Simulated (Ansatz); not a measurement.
Ansatz (an electronic-structure program) input (B3LYP-D3(BJ)/def2-TZVP):

Ansatz 0.2 input:
```yaml
crystal:
  periodic: [false, false, false]
  atoms:
    - {symbol: C, position_ang: [0.61723220, 1.81496136, -0.01180263]}
    - {symbol: C, position_ang: [0.63017707, 0.50244316, -0.00264856]}
    - {symbol: C, position_ang: [-0.56023880, -0.34796635, 0.00166745]}
    - {symbol: C, position_ang: [-0.51540923, -1.68016968, 0.01100151]}
    - {symbol: H, position_ang: [-0.10835360, 2.61332352, -0.01833770]}
    - {symbol: H, position_ang: [1.58697970, -0.01948594, 0.00227373]}
    - {symbol: H, position_ang: [-1.51868680, 0.16047769, -0.00316319]}
    - {symbol: H, position_ang: [0.42761727, -2.21403873, 0.01598836]}
    - {symbol: H, position_ang: [-1.41812403, -2.27588747, 0.01393218]}
basis:
  gaussian:
    orbitals: def2-TZVP
hamiltonian:
  xc: b3lyp
  dispersion: d3bj
magnetization: {spin_polarized: true, initial_magnetization: 1}
phonons: {temperatures: {t_min: 298.15, t_max: 298.15, t_step: 100}}
```

Output:

```
Functional definition: B3LYP
integrals: 0.05 GiB planned
940 factors; their error is unknown
mean field: 0.72 GiB planned
mean field evaluation 1: about -4219.3181 eV, gradient 4.1e1 eV
mean field evaluation 2: about -4214.5666 eV, gradient 5.0e1 eV
mean field evaluation 4: about -4227.7300 eV, gradient 3.8e0 eV
mean field evaluation 8: about -4227.8050 eV, gradient 1.6e-1 eV
mean field evaluation 16: about -4227.7909 eV, gradient 4.5e-3 eV
mean field -4227.79086166 eV, -155.3684484664 hartree, gradient 1.1e-5 eV, S^2 0.763962; 0 other end points of the search recorded, 0 dependent functions left out
the calculation of the forces begins
reference -4227.79111406 eV, -155.3684577418 hartree; 15, 14 occupied and 139, 140 virtual orbitals, 940 factors
these checks for a lower state are left out or cut short: stability, starts, cluster_reference, orbital_swaps, neighbouring_geometries, increment
integrals: 0.05 GiB planned
940 factors; their error is unknown
mean field: 0.72 GiB planned
mean field evaluation 32: about -4227.7907 eV, gradient 2.0e-6 eV
mean field -4227.79065970 eV, -155.3684410445 hartree, gradient 2.0e-6 eV, S^2 0.764177; 0 other end points of the search recorded, 0 dependent functions left out
the calculation of the forces begins
reference -4227.79091212 eV, -155.3684503207 hartree; 15, 14 occupied and 139, 140 virtual orbitals, 940 factors
these checks for a lower state are left out or cut short: stability, starts, cluster_reference, orbital_swaps, neighbouring_geometries, increment
integrals: 0.05 GiB planned
940 factors; their error is unknown
mean field: 0.72 GiB planned
mean field -4227.79055982 eV, -155.3684373741 hartree, gradient 2.2e-6 eV, S^2 0.763752; 0 other end points of the search recorded, 0 dependent functions left out
the calculation of the forces begins
reference -4227.79081220 eV, -155.3684466488 hartree; 15, 14 occupied and 139, 140 virtual orbitals, 940 factors
these checks for a lower state are left out or cut short: stability, starts, cluster_reference, orbital_swaps, neighbouring_geometries, increment
integrals: 0.05 GiB planned
940 factors; their error is unknown
mean field: 0.72 GiB planned
mean field -4227.79083093 eV, -155.3684473371 hartree, gradient 2.0e-6 eV, S^2 0.763967; 0 other end points of the search recorded, 0 dependent functions left out
the calculation of the forces begins
reference -4227.79108340 eV, -155.3684566152 hartree; 15, 14 occupied and 139, 140 virtual orbitals, 940 factors
these checks for a lower state are left out or cut short: stability, starts, cluster_reference, orbital_swaps, neighbouring_geometries, increment
integrals: 0.05 GiB planned
940 factors; their error is unknown
mean field: 0.72 GiB planned
mean field -4227.79080407 eV, -155.3684463501 hartree, gradient 2.0e-6 eV, S^2 0.763957; 0 other end points of the search recorded, 0 dependent functions left out
the calculation of the forces begins
reference -4227.79105640 eV, -155.3684556229 hartree; 15, 14 occupied and 139, 140 virtual orbitals, 940 factors
these checks for a lower state are left out or cut short: stability, starts, cluster_reference, orbital_swaps, neighbouring_geometries, increment
integrals: 0.05 GiB planned
940 factors; their error is unknown
mean field: 0.72 GiB planned
mean field -4227.79063708 eV, -155.3684402134 hartree, gradient 1.9e-6 eV, S^2 0.763741; 0 other end points of the search recorded, 0 dependent functions left out
the calculation of the forces begins
reference -4227.79088956 eV, -155.3684494918 hartree; 15, 14 occupied and 139, 140 virtual orbitals, 940 factors
these checks for a lower state are left out or cut short: stability, starts, cluster_reference, orbital_swaps, neighbouring_geometries, increment
integrals: 0.05 GiB planned
[...]
integrals: 0.05 GiB planned
940 factors; their error is unknown
mean field: 0.72 GiB planned
mean field evaluation 192: about -4227.8035 eV, gradient 3.1e-4 eV
mean field -4227.79083268 eV, -155.3684474015 hartree, gradient 2.0e-6 eV, S^2 0.763963; 0 other end points of the search recorded, 0 dependent functions left out
the calculation of the forces begins
reference -4227.79108511 eV, -155.3684566779 hartree; 15, 14 occupied and 139, 140 virtual orbitals, 940 factors
these checks for a lower state are left out or cut short: stability, starts, cluster_reference, orbital_swaps, neighbouring_geometries, increment
integrals: 0.05 GiB planned
940 factors; their error is unknown
mean field: 0.72 GiB planned
mean field -4227.79080153 eV, -155.3684462567 hartree, gradient 2.0e-6 eV, S^2 0.763961; 0 other end points of the search recorded, 0 dependent functions left out
the calculation of the forces begins
reference -4227.79105390 eV, -155.3684555311 hartree; 15, 14 occupied and 139, 140 virtual orbitals, 940 factors
these checks for a lower state are left out or cut short: stability, starts, cluster_reference, orbital_swaps, neighbouring_geometries, increment
integrals: 0.05 GiB planned
940 factors; their error is unknown
mean field: 0.72 GiB planned
mean field -4227.79082238 eV, -155.3684470228 hartree, gradient 2.0e-6 eV, S^2 0.763963; 0 other end points of the search recorded, 0 dependent functions left out
the calculation of the forces begins
reference -4227.79107481 eV, -155.3684562995 hartree; 15, 14 occupied and 139, 140 virtual orbitals, 940 factors
these checks for a lower state are left out or cut short: stability, starts, cluster_reference, orbital_swaps, neighbouring_geometries, increment
integrals: 0.05 GiB planned
940 factors; their error is unknown
mean field: 0.72 GiB planned
mean field -4227.79082577 eV, -155.3684471474 hartree, gradient 2.0e-6 eV, S^2 0.763960; 0 other end points of the search recorded, 0 dependent functions left out
the calculation of the forces begins
reference -4227.79107813 eV, -155.3684564216 hartree; 15, 14 occupied and 139, 140 virtual orbitals, 940 factors
these checks for a lower state are left out or cut short: stability, starts, cluster_reference, orbital_swaps, neighbouring_geometries, increment
integrals: 0.05 GiB planned
940 factors; their error is unknown
mean field: 0.72 GiB planned
mean field evaluation 224: about -4227.7908 eV, gradient 3.0e-4 eV
mean field -4227.79079791 eV, -155.3684461238 hartree, gradient 2.0e-6 eV, S^2 0.763961; 0 other end points of the search recorded, 0 dependent functions left out
the calculation of the forces begins
reference -4227.79105027 eV, -155.3684553979 hartree; 15, 14 occupied and 139, 140 virtual orbitals, 940 factors
these checks for a lower state are left out or cut short: stability, starts, cluster_reference, orbital_swaps, neighbouring_geometries, increment
integrals: 0.05 GiB planned
940 factors; their error is unknown
mean field: 0.72 GiB planned
mean field -4227.79083019 eV, -155.3684473099 hartree, gradient 2.0e-6 eV, S^2 0.763962; 0 other end points of the search recorded, 0 dependent functions left out
the calculation of the forces begins
reference -4227.79108262 eV, -155.3684565866 hartree; 15, 14 occupied and 139, 140 virtual orbitals, 940 factors
these checks for a lower state are left out or cut short: stability, starts, cluster_reference, orbital_swaps, neighbouring_geometries, increment
integrals: 0.05 GiB planned
940 factors; their error is unknown
mean field: 0.72 GiB planned
mean field -4227.79079775 eV, -155.3684461178 hartree, gradient 2.0e-6 eV, S^2 0.763961; 0 other end points of the search recorded, 0 dependent functions left out
the calculation of the forces begins
reference -4227.79105012 eV, -155.3684553924 hartree; 15, 14 occupied and 139, 140 virtual orbitals, 940 factors
these checks for a lower state are left out or cut short: stability, starts, cluster_reference, orbital_swaps, neighbouring_geometries, increment
integrals: 0.05 GiB planned
940 factors; their error is unknown
mean field: 0.72 GiB planned
mean field -4227.79084845 eV, -155.3684479810 hartree, gradient 2.0e-6 eV, S^2 0.763962; 0 other end points of the search recorded, 0 dependent functions left out
the calculation of the forces begins
reference -4227.79110087 eV, -155.3684572572 hartree; 15, 14 occupied and 139, 140 virtual orbitals, 940 factors
these checks for a lower state are left out or cut short: stability, starts, cluster_reference, orbital_swaps, neighbouring_geometries, increment
integrals: 0.05 GiB planned
940 factors; their error is unknown
mean field: 0.72 GiB planned
mean field evaluation 256: about -4227.7908 eV, gradient 1.6e-6 eV
mean field -4227.79081613 eV, -155.3684467932 hartree, gradient 2.0e-6 eV, S^2 0.763961; 0 other end points of the search recorded, 0 dependent functions left out
the calculation of the forces begins
reference -4227.79106856 eV, -155.3684560700 hartree; 15, 14 occupied and 139, 140 virtual orbitals, 940 factors
these checks for a lower state are left out or cut short: stability, starts, cluster_reference, orbital_swaps, neighbouring_geometries, increment
integrals: 0.05 GiB planned
940 factors; their error is unknown
mean field: 0.72 GiB planned
mean field -4227.79081462 eV, -155.3684467377 hartree, gradient 2.0e-6 eV, S^2 0.763962; 0 other end points of the search recorded, 0 dependent functions left out
the calculation of the forces begins
reference -4227.79106698 eV, -155.3684560118 hartree; 15, 14 occupied and 139, 140 virtual orbitals, 940 factors
these checks for a lower state are left out or cut short: stability, starts, cluster_reference, orbital_swaps, neighbouring_geometries, increment
integrals: 0.05 GiB planned
940 factors; their error is unknown
mean field: 0.72 GiB planned
mean field -4227.79079835 eV, -155.3684461397 hartree, gradient 2.0e-6 eV, S^2 0.763960; 0 other end points of the search recorded, 0 dependent functions left out
the calculation of the forces begins
reference -4227.79105071 eV, -155.3684554138 hartree; 15, 14 occupied and 139, 140 virtual orbitals, 940 factors
these checks for a lower state are left out or cut short: stability, starts, cluster_reference, orbital_swaps, neighbouring_geometries, increment
integrals: 0.05 GiB planned
940 factors; their error is unknown
mean field: 0.72 GiB planned
mean field -4227.79083633 eV, -155.3684475357 hartree, gradient 2.0e-6 eV, S^2 0.763964; 0 other end points of the search recorded, 0 dependent functions left out
the calculation of the forces begins
reference -4227.79108877 eV, -155.3684568125 hartree; 15, 14 occupied and 139, 140 virtual orbitals, 940 factors
these checks for a lower state are left out or cut short: stability, starts, cluster_reference, orbital_swaps, neighbouring_geometries, increment
integrals: 0.05 GiB planned
940 factors; their error is unknown
mean field: 0.72 GiB planned
mean field -4227.79081018 eV, -155.3684465745 hartree, gradient 2.0e-6 eV, S^2 0.763962; 0 other end points of the search recorded, 0 dependent functions left out
the calculation of the forces begins
reference -4227.79106256 eV, -155.3684558492 hartree; 15, 14 occupied and 139, 140 virtual orbitals, 940 factors
these checks for a lower state are left out or cut short: stability, starts, cluster_reference, orbital_swaps, neighbouring_geometries, increment
integrals: 0.05 GiB planned
940 factors; their error is unknown
mean field: 0.72 GiB planned
mean field evaluation 288: about -4227.8031 eV, gradient 3.6e-1 eV
mean field -4227.79082509 eV, -155.3684471225 hartree, gradient 2.0e-6 eV, S^2 0.763961; 0 other end points of the search recorded, 0 dependent functions left out
the calculation of the forces begins
reference -4227.79107751 eV, -155.3684563988 hartree; 15, 14 occupied and 139, 140 virtual orbitals, 940 factors
Total energy: -4228.05905568 eV, -155.3783044150 hartree
Atom 0 at     0.617232     1.814961    -0.011803 Å, force     0.000070     0.000040    -0.000000 eV/Å
Atom 1 at     0.630177     0.502443    -0.002649 Å, force    -0.000245     0.000178    -0.000002 eV/Å
Atom 2 at    -0.560239    -0.347966     0.001667 Å, force     0.000502     0.000044     0.000000 eV/Å
Atom 3 at    -0.515409    -1.680170     0.011002 Å, force    -0.000038    -0.000265     0.000002 eV/Å
Atom 4 at    -0.108354     2.613324    -0.018338 Å, force     0.000035    -0.000016     0.000000 eV/Å
Atom 5 at     1.586980    -0.019486     0.002274 Å, force     0.000010    -0.000061     0.000000 eV/Å
Atom 6 at    -1.518687     0.160478    -0.003163 Å, force    -0.000247     0.000145    -0.000001 eV/Å
Atom 7 at     0.427617    -2.214039     0.015988 Å, force    -0.000152     0.000057    -0.000001 eV/Å
Atom 8 at    -1.418124    -2.275887     0.013932 Å, force     0.000066    -0.000122     0.000001 eV/Å
Dipole moment:    -0.137425    -0.073186     0.000324 e Å
Vibrations: 165.28 294.81 489.20 584.90 723.85 839.07 904.68 940.17 944.55 1026.51 1161.09 1263.59 1324.60 1447.25 1629.44 1675.07 3092.12 3141.64 3154.55 3228.68 3239.56 cm⁻¹, zero-point energy 1.938531 eV
```

It need not be the lowest isomer of its formula.
